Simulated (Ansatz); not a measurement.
Process, species as SMILES: S (H2S) → [SH-] + H+
B3LYP-D3(BJ)/def2-TZVP geometries, fixed; electronic energies without zero-point terms.

How fast the deprotonation energy converges with the basis for several methods (Ansatz, a first-principles code): deviation from each method's own reference, in kcal/mol. References: B3LYP 355.54 kcal/mol, the value in aug-cc-pV(5+d)Z; CCSD(T) 355.46 kcal/mol, Hartree-Fock in aug-cc-pV(Q+d)Z plus the correlation part extrapolated as X^-3 from aug-cc-pV(T+d)Z and aug-cc-pV(Q+d)Z; HF 357.83 kcal/mol, the value in aug-pcseg-3; MP2 353.31 kcal/mol, Hartree-Fock in aug-cc-pV(Q+d)Z plus the correlation part extrapolated as X^-3 from aug-cc-pV(T+d)Z and aug-cc-pV(Q+d)Z; PBE 354.30 kcal/mol, the value in aug-cc-pV(5+d)Z; r2SCAN 356.06 kcal/mol, the value in aug-cc-pV(5+d)Z. Cartesian d functions, on some or all atoms, in 6-31+G*, 6-311+G**; all else is spherical. In correlated methods cores are frozen. No added dispersion term, no relativity. 

```json
[
 {"basis": "pcseg-0", "functions": "17", "B3LYP": "7.57", "CCSD(T)": "9.00", "HF": "-3.39", "MP2": "8.17", "PBE": "8.55", "r2SCAN": "3.61"},
 {"basis": "6-31+G*", "functions": "27", "B3LYP": "-4.18", "CCSD(T)": "-1.13", "HF": "-5.87", "MP2": "-1.56", "PBE": "-3.88", "r2SCAN": "-4.55"},
 {"basis": "def2-SVP", "functions": "28", "B3LYP": "23.02", "CCSD(T)": "30.08", "HF": "17.61", "MP2": "28.83", "PBE": "23.17", "r2SCAN": "19.50"},
 {"basis": "def2-SVPD", "functions": "43", "B3LYP": "-2.83", "CCSD(T)": "-0.09", "HF": "-3.26", "MP2": "-0.86", "PBE": "-2.71", "r2SCAN": "-2.79"},
 {"basis": "6-311+G**", "functions": "43", "B3LYP": "-1.85", "CCSD(T)": "7.65", "HF": "-2.39", "MP2": "6.91", "PBE": "-1.57", "r2SCAN": "-1.87"},
 {"basis": "aug-pcseg-1", "functions": "45", "B3LYP": "-3.23", "CCSD(T)": "-0.85", "HF": "-3.44", "MP2": "-1.41", "PBE": "-2.98", "r2SCAN": "-3.05"},
 {"basis": "def2-TZVP", "functions": "49", "B3LYP": "7.64", "CCSD(T)": "8.60", "HF": "5.34", "MP2": "8.12", "PBE": "8.28", "r2SCAN": "6.33"},
 {"basis": "pcseg-2", "functions": "62", "B3LYP": "5.22", "CCSD(T)": "13.30", "HF": "3.39", "MP2": "12.63", "PBE": "5.80", "r2SCAN": "4.27"},
 {"basis": "cc-pV(Q+d)Z", "functions": "124", "B3LYP": "4.35", "CCSD(T)": "5.02", "HF": "2.84", "MP2": "5.16", "PBE": "4.94", "r2SCAN": "3.59"},
 {"basis": "pcseg-3", "functions": "130", "B3LYP": "1.36", "CCSD(T)": "4.05", "HF": "0.71", "MP2": "3.86", "PBE": "1.75", "r2SCAN": "1.12"},
 {"basis": "cc-pV(5+d)Z", "functions": "210", "B3LYP": "2.81", "CCSD(T)": "3.10", "HF": "1.70", "MP2": "3.16", "PBE": "3.32", "r2SCAN": "2.31"},
 {"basis": "pcseg-4", "functions": "227", "B3LYP": "0.46", "CCSD(T)": "1.57", "HF": "0.25", "MP2": "1.49", "PBE": "0.62", "r2SCAN": "0.41"}
]
```

Mean absolute deviation over 6-311+G**, def2-TZVP, pcseg-2: HF 3.71, r2SCAN 4.15, B3LYP 4.90, PBE 5.22, MP2 9.22, CCSD(T) 9.85 kcal/mol.
